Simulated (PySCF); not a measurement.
Species: C5H5F.
SMILES: `C1C(=CCC=1)F`

The closed-shell ground state was solved at several levels (PySCF, density fitting, gas phase, non-relativistic). Isolated species at its PBE0-D3(BJ)/def2-SVP geometry, gas phase.

| level | basis functions | HOMO (eV) | LUMO (eV) | gap (eV) | dipole (D) |
| --- | --- | --- | --- | --- | --- |
| B3LYP/pcJ-1 | 212 | -6.29 | -0.88 | 5.41 | 1.90 |
| B97-2/pcSseg-2 | 286 | -6.25 | -0.76 | 5.49 | 1.88 |
| KT2/pcJ-1 | 212 | -5.41 | -1.56 | 3.85 | 1.78 |
| OPBE/pcSseg-2 | 286 | -5.41 | -1.55 | 3.86 | 1.74 |
| CAM-B3LYP/pcSseg-2 | 286 | -7.81 | 0.40 | 8.21 | 1.97 |
| PBE0/6-311+G(2d,p) | 192 | -6.50 | -0.71 | 5.79 | 1.93 |
| PBE0/pcSseg-2 | 286 | -6.51 | -0.71 | 5.80 | 1.91 |
| B97-D/pcSseg-2 | 286 | -5.37 | -1.55 | 3.82 | 1.79 |
| CAM-B3LYP/def2-SVPD | 163 | -7.85 | 0.40 | 8.25 | 2.01 |
| PBE0/6-31G* | 94 | -6.16 | -0.28 | 5.88 | 1.70 |

Question: What might PBE/pcSseg-2 (286 basis functions) give for the same quantities?

Answer: HOMO -5.45 eV, LUMO -1.64 eV, gap 3.81 eV, dipole 1.79 D.

Question: How much does the basis alone move the frontier levels among the 3 PBE0 rows?

Answer: The HOMO by 0.35 eV and the LUMO by 0.43 eV. By rising basis size (HOMO, LUMO in eV): 6-31G* -6.16, -0.28; 6-311+G(2d,p) -6.50, -0.71; pcSseg-2 -6.51, -0.71.

Question: In the pcSseg-2 basis, how does the gap go with the fixed share of exact exchange?

Answer: PBE (0 %) 3.81 eV; B97-D (0 %) 3.82 eV; OPBE (0 %) 3.86 eV; B97-2 (21 %) 5.49 eV; PBE0 (25 %) 5.80 eV. Each rise in the share widens the gap here.

Question: How far do the dipole and the HOMO energy spread over the levels?

Answer: The dipole runs from 1.70 to 2.01 D (mean 1.85 D) and the HOMO from -7.85 to -5.37 eV.
